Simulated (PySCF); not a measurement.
Relaxation of doublet SON

These are results of UPBE0/[S def2-TZVP, O def2-TZVP, N def2-TZVP], no relativity, density fitting, PySCF, not measurements. A (50,194) grid was used.

A start displaced from a saddle point along its imaginary mode, of Cs symmetry, held to at least that symmetry:

```xyz
3
charge 0 multiplicity 2, angstrom
S     0.0873   -0.0579    0.0495
O    -0.0869    0.0576   -1.4157
N    -0.1000    0.0663    1.5040
```

Optimiser trace:
| step | E − E(last) (kJ/mol) | largest gradient (Eh/bohr) |
| --- | --- | --- |
| 0 | 77.53 | 0.03745 |
| 1 | 32.30 | 0.02872 |
| 2 | 8.24 | 0.04044 |
| 3 | 1.05 | 0.01856 |
| 4 | 0.03 | 0.00284 |
| 5 | 0.00 | 0.00032 |
| 6 | 0.00 | 0.00001 |

It ends at Cs with S–N 1.503 Å, S–O 1.451 Å; N–S–O 124.0° (after a last refinement on a finer grid). A frequency run shows a minimum. Other isomers or separated fragments may lie lower.
